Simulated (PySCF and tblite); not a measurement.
The numbers below are computed, except where a source is named.
C₅H₈, numbered as in [CH2:1]=[CH:2][CH:3]1[CH2:4][CH2:5]1.

The ensemble was built from 90 distance-geometry starts (ETKDG and KDG, MMFF94s, GFN2-xTB) and rests on PBE0-D3(BJ)/def2-SVP geometries. Free energies are PBE0-D3(BJ)/def2-TZVP (IEF-PCM, chloroform) single points with GFN2-xTB rigid-rotor and vibrational terms (modes under about 100 cm⁻¹ blended into free rotors). Symmetry numbers and mirror images are counted. Conformers within 3 kcal/mol (GFN2-xTB free energy) were kept, 8 at most. Couplings: B3LYP/pcJ-1 (gas phase; spin-dipole term only for pairs with B, N, F, Si or P). Couplings are for ¹³C, ¹H. Of two unlike H on one atom, a is the less shielded (wB97X-D/pcSseg-1 (IEF-PCM, chloroform)). Codes: tblite and PySCF.

Torsions listed: C1–C2–C3–C4.

```
conformer  shape  weight %
        1   146°      97.9
        2   -35°       2.1
```

(1) Give the couplings in each conformer and the averages at 298.15 K (pairs that fast motion interchanges averaged).

Answers

(1) 
```csv
coupling,pairs,1,2,average (Hz)
"¹J(C1,C2)",1,77.8,78.8,77.8
"¹J(C1,H1b)",1,169.7,172.5,169.8
"¹J(C1,H1a)",1,164.2,160.7,164.2
"²J(C1,H2)",1,0.2,-0.3,0.2
"³J(C1,H3)",1,5.1,6.9,5.1
"¹J(C2,C3)",1,58.3,58.0,58.2
"²J(H1b,C2)",1,-0.4,0.0,-0.4
"²J(H1a,C2)",1,-1.4,-2.2,-1.4
"¹J(C2,H2)",1,157.7,160.8,157.7
"²J(C2,H3)",1,1.7,-0.4,1.7
"³J(C2,H4b)",2,6.4,5.6,6.3
"³J(C2,H4a)",2,3.1,2.7,3.1
"¹J(C3,C4)",2,14.3,13.8,14.3
"³J(H1b,C3)",1,14.9,12.8,14.9
"³J(H1a,C3)",1,9.0,7.5,8.9
"²J(H2,C3)",1,3.9,7.2,3.9
"¹J(C3,H3)",1,165.8,167.3,165.8
"²J(C3,H4b)",2,-2.2,-2.6,-2.2
"²J(C3,H4a)",2,-1.6,-1.4,-1.6
"¹J(C4,C5)",1,15.4,15.2,15.4
"⁴J(H1b,C4)",2,-1.2,-1.2,-1.2
"⁴J(H1a,C4)",2,-1.4,-1.0,-1.4
"³J(H2,C4)",2,2.8,2.6,2.8
"²J(H3,C4)",2,-1.0,-1.4,-1.0
"¹J(C4,H4b)",2,168.7,170.2,168.7
"¹J(C4,H4a)",2,170.4,168.9,170.4
"²J(C4,H5a)",2,-2.1,-2.6,-2.2
"²J(C4,H5b)",2,-1.7,-1.4,-1.7
"²J(H1b,H1a)",1,1.9,0.8,1.9
"³J(H1b,H2)",1,11.5,12.5,11.5
"³J(H1a,H2)",1,17.9,18.9,18.0
"³J(H2,H3)",1,10.8,8.1,10.8
"³J(H3,H4b)",2,5.3,5.5,5.3
"³J(H3,H4a)",2,9.3,9.5,9.3
"²J(H4b,H4a)",2,-5.4,-4.8,-5.4
"³J(H4b,H5a)",2,7.0,7.5,7.0
"³J(H4b,H5b)",1,10.6,10.6,10.6
"³J(H4a,H5a)",1,10.0,10.8,10.1
```

Only couplings over up to 4 bonds are listed; longer-range ones, if any, are left out.
